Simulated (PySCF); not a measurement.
C3H3Cl.
SMILES with atom numbers: `[Cl:1][CH:2]1[CH:3]=[CH:4]1` (hydrogens: H5 on C2; H6 on C3; H7 on C4)

The closed-shell ground state was solved at several levels (PySCF, density fitting, gas phase, non-relativistic). Isolated species at its PBE0-D3(BJ)/def2-SVP geometry, gas phase.

```tsv
level	basis functions	total energy (Eh)	HOMO (eV)	LUMO (eV)	gap (eV)	dipole (D)
mPW1PW91/pcSseg-2	193	-576.2876	-7.92	-0.65	7.27	2.73
B3LYP/def2-SVPD	111	-576.0272	-7.70	-0.90	6.80	2.75
```

(1) What might PBE0/pcSseg-1 (90 basis functions) give for the same quantities?

(2) Over all these levels, which gives the widest orbital gap and which the narrowest?

(3) How far do the dipole and the HOMO energy spread over the levels?

## Answers

(1) Total energy -575.9031 Eh, HOMO -7.89 eV, LUMO -0.54 eV, gap 7.35 eV, dipole 2.74 D.

(2) PBE0/pcSseg-1 (global hybrid, 25 % exact exchange) has the widest, 7.35 eV, and B3LYP/def2-SVPD (global hybrid, 20 % exact exchange) the narrowest, 6.80 eV. Functional and basis both differ between the two, so the spread mixes both effects.

(3) The dipole runs from 2.73 to 2.75 D (mean 2.74 D) and the HOMO from -7.92 to -7.70 eV.
